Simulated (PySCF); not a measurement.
HSN: bending curve

Computed with PBE0/[S def2-TZVP, N def2-TZVP, H def2-TZVP], no relativity, density fitting, PySCF.

Rigid scan from the singlet minimum (S–H 1.417 Å, S–N 1.488 Å; H–S–N 109.8°). Coordinate: the N–S–H angle, bonds fixed. Energies in kJ/mol from the minimum.

Question: Predict the curve at 80, 90, 100, 110, 120, 130, 140, 150, 160, 170, 180.

Answer: 
```csv
bond angle (°),E (kJ/mol),dipole size (D)
80,109.8,2.77
90,46.9,2.77
100,10.9,2.74
110,0.0,2.70
120,11.0,2.64
130,41.4,2.55
140,89.1,2.44
150,152.8,2.30
160,231.2,2.14
170,323.0,2.05
180,421.2,3.01
```

With the bonds held, the linear shape lies 421.2 kJ/mol from the minimum.

Other isomers or separated fragments may lie lower.

The scan took roughly 30 core-seconds on a shared host.
